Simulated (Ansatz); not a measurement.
HGe–CH3, triplet in cc-pVDZ: errors against UCCSDT(Q)

Geometry: a PBE0/def2-TZVP stationary point for this spin, not checked as a minimum.

```yaml
atoms:
  - { symbol: Ge, position_ang: [0.0000, -0.0339, 0.3367] }
  - { symbol: C, position_ang: [0.0000, 0.0760, -1.6330] }
  - { symbol: H, position_ang: [0.0000, 1.2646, 1.1794] }
  - { symbol: H, position_ang: [0.0000, -0.9316, -2.0470] }
  - { symbol: H, position_ang: [0.8946, 0.6023, -1.9682] }
  - { symbol: H, position_ang: [-0.8946, 0.6023, -1.9682] }
```

Basis cc-pVDZ; Ansatz 0.2.0. Correlated methods freeze the noble-gas cores and the filled d shells of p-block atoms, which leaves 12 electrons in 46 orbitals. R marks a restricted (for open shells ROHF) determinant, U an unrestricted one. No spin–orbit coupling is included, and no scalar relativity.

Full CI isn't at hand for all of this; UCCSDT(Q) serves as the reference, and is uncertain by about the last step of the cluster series.

```
UHF ⟨S²⟩                          : 2.005
T1 diagnostic (RCCSD)             : 0.0144
largest doubles amplitude (RCCSD) : 0.033
T1 diagnostic (UCCSD)             : 0.0116
```

Task: From what is known of these methods and the diagnostics, rank them by the size of their error in total energy against UCCSDT(Q) in cc-pVDZ, smallest first (an estimate: the text doesn't fix the numbers).
A. UMP2
B. UCCSD
C. UCCSDT
D. UHF
E. UCCSD(T)

Result: C (0.9 kJ/mol), E (3.1 kJ/mol), B (20.2 kJ/mol), A (106.8 kJ/mol), D (665.3 kJ/mol).

All errors are against UCCSDT(Q) in cc-pVDZ. Within each family the higher level lies nearer, as is usual though not guaranteed.
